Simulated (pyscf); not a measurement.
# Atom transfer: H₂N–Si(NH₂)(NH₂)–Cl + H• -> H₂N–Si•(NH₂)–NH₂ + HCl

Gas phase, doublet surface, charge 0. Bonds broken: Si1–Cl2. Bonds formed: Cl2–H12. Structures and frequencies: ωB97X-D3(BJ)/def2-SVP in PySCF.

Transition state (Å):

```xyz
12

Si    -0.8685     0.3207     0.4199
Cl    -0.0014     0.6295     2.7540
N      0.0332    -0.1653    -0.9641
N     -1.9768    -0.9684     0.7210
N     -1.3524     1.9476     0.1040
H      0.6829     0.4831    -1.3955
H      0.3384    -1.1282    -1.0543
H     -2.5819    -1.3400    -0.0049
H     -2.3607    -1.0990     1.6495
H     -1.8238     2.2120    -0.7556
H     -1.5757     2.5671     0.8740
H      0.3272     0.8562     4.1475
```

One imaginary mode, 444i cm⁻¹; descent along it reached the two sides named, in the forms told below.

```tsv
bond	change	reactant side (Å)	saddle	product side
Si1–Cl2	breaks	2.088	2.509	3.8
Cl2–H12	forms	3.6	1.450	1.287
```

Electronic energies relative to the separated reactants (kcal/mol):

```json
[
 {"level": "ωB97X-D3(BJ)/def2-TZVP", "barrier": "28.3", "reaction energy": "+18.8", "reverse barrier": "9.4"},
 {"level": "PBE/def2-TZVP", "barrier": "15.0", "reaction energy": "+10.6", "reverse barrier": "4.3"},
 {"level": "r²SCAN/def2-TZVP", "barrier": "17.9", "reaction energy": "+13.3", "reverse barrier": "4.6"},
 {"level": "B3LYP-D3(BJ)/def2-TZVP", "barrier": "18.7", "reaction energy": "+12.1", "reverse barrier": "6.5"},
 {"level": "PBE0-D3(BJ)/def2-TZVP", "barrier": "21.0", "reaction energy": "+15.3", "reverse barrier": "5.7"},
 {"level": "M06-2X/def2-TZVP", "barrier": "26.0", "reaction energy": "+16.5", "reverse barrier": "9.4"},
 {"level": "ωB97M-D3(BJ)/def2-TZVP", "barrier": "26.8", "reaction energy": "+17.2", "reverse barrier": "9.6"},
 {"level": "HF/def2-TZVP", "barrier": "42.8", "reaction energy": "+20.3", "reverse barrier": "22.5"}
]
```

With ωB97M-D3(BJ)/def2-TZVP energies and thermal terms (ideal gas, 1 atm, RRHO with modes under 100 cm⁻¹ raised to 100, one conformer, R ln 2 for chiral ones without a mode under 150 cm⁻¹), in kcal/mol:

```csv
T (K),ΔH‡,ΔG‡,ΔH,ΔG
298,27.2,33.4,+19.5,+16.2
600,26.6,39.9,+18.6,+13.2
900,26.2,46.6,+17.6,+10.7
1200,25.8,53.4,+16.7,+8.6
```

On the product side the descent ends in a complex (not fully relaxed), 4.5 kcal/mol under the separated species and 14.0 kcal/mol under the saddle at ωB97X-D3(BJ)/def2-TZVP. One saddle was located; it need not be the lowest between these sides. The angle at the transferred Cl is 173°.
